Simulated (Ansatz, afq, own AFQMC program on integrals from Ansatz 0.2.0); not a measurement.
## GaBN, doublet in cc-pVDZ, levels against CCSDT(Q)

| atom | x (Å) | y (Å) | z (Å) |
| --- | --- | --- | --- |
| B | 0.0344 | 0.0000 | -1.4483 |
| N | -0.1673 | 0.0000 | -0.2026 |
| Ga | 0.1329 | 0.0000 | 1.6509 |

Connectivity, by distances: B–N–Ga.

Basis cc-pVDZ. Only valence electrons are correlated. Ansatz 0.2.0 and our own AFQMC program on the same integrals; the CISD trial comes from CCSD amplitudes, and released means the phaseless constraint is let go. Error bars are statistical, one sigma. No spin–orbit coupling.

Determinant: UHF, the one that the program's search chose, which needn't be the lowest solution. The geometry is a point of a scan.

No full CI on the walks' own integrals is used here; CCSDT(Q) serves as the reference and is uncertain by about the last step of the cluster series.

Cautions: no relativity below Rb; no spin-orbit coupling; inner d shell frozen; unrestricted determinant slightly spin contaminated (⟨S²⟩ 0.83 against 0.75).

```
T1 diagnostic                               : 0.0307
weight of the determinant in the CISD state : 0.846
⟨S²⟩ of the determinant                     : 0.827
size of the correlated space                : 11 electrons in 39 orbitals
```

Reference: CCSDT(Q), correlation energy -7.841 eV. The released energy is read at 2.40 1/Eh (meV from the phaseless value at times in 1/Eh: -5 ± 30 at 0.24, -27 ± 21 at 0.51, -60 ± 27 at 0.99, -71 ± 29 at 1.62, -47 ± 33 at 2.40).

```json
{"level": "HF", "E − E(reference) (kJ/mol)": "756.5", "share of correlation (%)": "0.00"}
{"level": "MP2", "E − E(reference) (kJ/mol)": "88.0", "share of correlation (%)": "88.37"}
{"level": "CCSD", "E − E(reference) (kJ/mol)": "39.1", "share of correlation (%)": "94.84"}
{"level": "CCSD(T)", "E − E(reference) (kJ/mol)": "6.5", "share of correlation (%)": "99.15"}
{"level": "CCSDT", "E − E(reference) (kJ/mol)": "3.6", "share of correlation (%)": "99.53"}
{"level": "ph-AFQMC/HF", "E − E(reference) (kJ/mol)": "-18.6 ± 7.3", "share of correlation (%)": "102.46"}
{"level": "ph-AFQMC/CISD", "E − E(reference) (kJ/mol)": "5.5 ± 2.2", "share of correlation (%)": "99.28"}
{"level": "released AFQMC", "E − E(reference) (kJ/mol)": "0.9 ± 3.2", "share of correlation (%)": "99.88"}
```

A walk keeps the symmetry of its determinant, which the program's search chose and which needn't be the lowest solution, so a lower state of the same spin and another symmetry isn't excluded. Released energies are given only where the last usable release times agree within the noise; a slower fall can still hide under it.
